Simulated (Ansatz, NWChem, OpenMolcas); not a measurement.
## Errors in the dipole moment

6 molecules of light elements (H to F); the dipole moment in D, computed less measured. Shapes, held fixed at every level: PBE0-D4/def2-TZVP. No vibrational averaging. Dipoles are compared by magnitude; molecules under 1 D, whose direction can flip, are left out. Programs: Ansatz 0.2.0, NWChem 7.3.0, OpenMolcas 26.06. A level may come from different programs for different species; with the same settings they agree closely. Measured values: NIST CCCBDB.

Levels: A = r2SCAN-D4/def2-TZVPP; B = B3LYP/STO-3G; C = B3LYP/6-31G* (spherical functions); D = PBE0/def2-SVP; E = B3LYP-D4/def2-TZVPP.

```tsv
molecule	measured	A	B	C	D	E
HCN (hydrogen cyanide)	2.98	+0.04	-0.65	-0.08	-0.09	+0.05
HNC (hydrogen isocyanide)	3.05	+0.09	-0.39	-0.07	+0.10	+0.03
NOF (nitrosyl fluoride)	1.81	-0.48	-1.48	-0.70	-0.56	-0.42
H2CO (SMILES C=O)	2.33	-0.10	-1.05	-0.19	-0.14	-0.02
CHFO (formyl fluoride)	2.02	+0.02	-0.70	-0.05	-0.01	+0.07
CH4O (methanol)	1.70	-0.10	-0.33	-0.04	-0.03	-0.06
```

(1) Which level does best on this set, which worst, and which err to one side?

## Answers

(1) 
```csv
level,kind,mean error,mean absolute error,worst case
r2SCAN-D4/def2-TZVPP,meta-GGA,-0.088,0.138,NOF
B3LYP/STO-3G,global hybrid,-0.767,0.767,NOF
B3LYP/6-31G* (spherical functions),global hybrid,-0.188,0.188,NOF
PBE0/def2-SVP,global hybrid,-0.122,0.155,NOF
B3LYP-D4/def2-TZVPP,global hybrid,-0.058,0.108,NOF
```

On this set B3LYP-D4/def2-TZVPP has the smallest mean absolute error and B3LYP/STO-3G the largest. r2SCAN-D4/def2-TZVPP is too low in 3 of 6; B3LYP/STO-3G is too low in 6 of 6; B3LYP/6-31G* (spherical functions) is too low in 6 of 6; PBE0/def2-SVP is too low in 5 of 6. All levels miss NOF on one side: the cause may be the shape, the tabulated value or an error that the levels share. The levels differ in basis as well as in method. The tabulated value of NOF is in doubt (older tables, estimates, or at odds with other calculations) and kept here. Over the 5 molecules whose values aren't doubted the mean absolute errors are A 0.070; B 0.624; C 0.086; D 0.074; E 0.046. The set is small.
